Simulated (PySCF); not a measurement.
**SH⁺: frontier orbitals**

PW91 at R = 1.379 Å; PySCF, no relativity, basis sets H def2-SVP, S def2-SVP. State: ³Σ⁻ (triplet), unpaired electrons π ↑↑. Only the outer orbitals are listed, counted within each symmetry.

| spin | orbital | occ. | ε (eV) | on H (%) | main shells (%) |
| --- | --- | --- | --- | --- | --- |
| α | 4σ | 1 | -28.61 | 8 | 90 S s |
| α | 5σ | 1 | -19.48 | 28 | 63 S p, 27 H s, 8 S s |
| α | 2π | 1 | -17.38 | 0 | 100 S p |
| α | 2π | 1 | -17.38 | 0 | 100 S p |
| α | 6σ | 0 | -8.45 | 69 | 68 H s, 27 S p |
| α | 7σ | 0 | -0.90 | 35 | 42 S s, 34 H s, 20 S d |
| α | 8σ | 0 | 2.06 | 32 | 61 S s, 32 H s |
| β | 4σ | 1 | -26.63 | 13 | 84 S s, 12 H s |
| β | 5σ | 1 | -18.78 | 28 | 59 S p, 28 H s, 12 S s |
| β | 2π | 0 | -14.66 | 1 | 100 S p |
| β | 2π | 0 | -14.66 | 1 | 100 S p |
| β | 6σ | 0 | -7.82 | 66 | 65 H s, 29 S p |

Task: Which are the highest filled and the lowest empty level, where do they sit, and how wide is the gap?

Result: Highest filled α 2π at -17.38 eV (in %: 100 S p); lowest empty β 2π at -14.66 eV (in %: 100 S p); the gap at PW91 is 2.72 eV. Both belong to one degenerate shell, split only by its one-sided filling, so this is no excitation gap.

- bond order (Mayer): 0.93
- ⟨S²⟩: 2.005
- charge on H (Mulliken, basis-dependent): 0.23
- charge on H (Löwdin, basis-dependent): 0.09
- dipole moment (positive dipole points towards S; it is taken about the centre of mass and depends on that origin): -1.50 D

The state is the lowest determinant that a PBE0 search found; another state may lie lower at other levels.
